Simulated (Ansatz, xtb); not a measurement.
C3H9S+: which of two conformers lies lower

Structure I: `CC[SH+]C`, a singlet. Structure II: `CC[SH+]C`, a singlet. Both are isolated ions in the gas phase, relaxed with B3LYP/6-31G*.

I (Å):

```xyz
13

C    -2.5445    0.7155    1.3987
C    -1.2687   -0.1014    1.2150
C     0.6492   -1.2075   -0.6959
S    -0.6034    0.1171   -0.5092
H    -3.3601    0.3567    0.7635
H    -2.8630    0.6035    2.4402
H    -2.3827    1.7811    1.2124
H    -1.4160   -1.1728    1.3731
H    -0.4548    0.2520    1.8550
H    -1.6224   -0.4547   -1.1921
H     0.9337   -1.2349   -1.7505
H     1.5110   -0.9139   -0.0926
H     0.2473   -2.1679   -0.3695
```

II (Å):

```xyz
13

C    -2.0434   -2.1395   -0.4980
C    -1.1495   -1.5508    0.5882
C     0.2113    0.4263   -1.0834
S    -0.9309    0.2836    0.3424
H    -3.0266   -1.6606   -0.5257
H    -1.5862   -2.0880   -1.4903
H    -2.1954   -3.1982   -0.2636
H    -1.6070   -1.6216    1.5800
H    -0.1516   -1.9961    0.6165
H    -0.0474    0.5277    1.3381
H    -0.3616    0.1746   -1.9778
H     1.0673   -0.2391   -0.9599
H     0.5265    1.4711   -1.1357
```

Energies in hartree; the thermal terms are from B3LYP/6-31G* harmonic frequencies (ideal gas, rigid rotor, one conformer each, 298.15 K, 1 atm) and include the zero-point energy:

|  | I | II |
| --- | --- | --- |
| E, CCSD(T)/def2-SVP | −516.558189 | −516.557971 |
| E, MP2/def2-SVP | −516.476315 | −516.476090 |
| E, MP2/def2-TZVPP | −516.888166 | −516.887725 |
| zero-point energy | 0.115607 | 0.115673 |
| H(298 K) − E | 0.122975 | 0.122976 |
| G(298 K) − E | 0.085907 | 0.086063 |

Problem. Correct the CCSD(T) difference for the basis set by the MP2 change, then work out ΔE, ΔE₀, ΔH and ΔG for I → II in kcal/mol (1 Eh = 627.51 kcal/mol) and the equilibrium ratio [II]/[I].

Solution. 1. Differences II − I: CCSD(T) +0.000218, MP2 in the small set +0.000225, MP2 in the large set +0.000441 Eh.
2. ΔE = +0.000218 + (+0.000441 − (+0.000225)) = +0.000434 Eh = +0.27 kcal/mol.
3. ΔE₀ = ΔE + ΔZPE = +0.000434 + (+0.000066) Eh = +0.31 kcal/mol.
4. ΔH = ΔE + (+0.000001) Eh = +0.27 kcal/mol.
5. ΔG = ΔE + (+0.000156) Eh = +0.37 kcal/mol, so ΔS = (ΔH − ΔG)/T = −1.4 J/(mol K).
6. kT = 0.9442 mEh, so K = [II]/[I] = exp(−ΔG/kT) = exp(−0.62) ≈ 0.54.

The two are too close for this level to say which is favoured. An error of 1 kcal/mol in ΔG would change K by a factor of 5.4. Mirror images and further conformers aren't counted.

Other levels gave ΔE = +0.5 (B3LYP/6-31G*); +0.3 (HF/def2-SVP); +0.1 (MP2/def2-SVP); +0.1 (CCSD(T)/def2-SVP) kcal/mol. The correlated steps freeze 8 core orbitals. Programs: Ansatz 0.2.0.
